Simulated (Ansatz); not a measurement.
C2H4FN, SMILES `C/N=C\F`, relaxed with RKS PBE0-D4/def2-TZVP in Ansatz from a PBE-D4/def2-SVP geometry. The force threshold is 0.005 eV/Å; the program also tests the step.

The species carries charge 0 and has multiplicity 1.

Start:

```xyz
8

C    -0.575   -0.720   -0.503
N     0.687   -0.350    0.102
C     0.862    0.777    0.631
F    -0.070    1.768    0.710
H    -1.372    0.052   -0.436
H    -0.402   -0.965   -1.571
H    -0.940   -1.657   -0.032
H     1.811    1.095    1.100
```

```json
{"step": "1", "energy (eV)": "-6341.1640", "largest force (eV/Å)": "1.175", "largest move (Å)": "0.000"}
{"step": "2", "energy (eV)": "-6341.2046", "largest force (eV/Å)": "0.203", "largest move (Å)": "0.027"}
{"step": "3", "energy (eV)": "-6341.2074", "largest force (eV/Å)": "0.023", "largest move (Å)": "0.007"}
{"step": "4", "energy (eV)": "-6341.2074", "largest force (eV/Å)": "0.022", "largest move (Å)": "0.002"}
{"step": "5", "energy (eV)": "-6341.2074", "largest force (eV/Å)": "0.005", "largest move (Å)": "0.002"}
```

End:

```xyz
8

C    -0.573   -0.713   -0.501
N     0.686   -0.346    0.100
C     0.855    0.764    0.623
F    -0.075    1.738    0.699
H    -1.349    0.053   -0.431
H    -0.398   -0.950   -1.552
H    -0.929   -1.629   -0.025
H     1.784    1.083    1.086
```

Hardware: 4 threads of a server CPU on a shared host. Wall time 8 s, peak host memory 0.26 GiB.
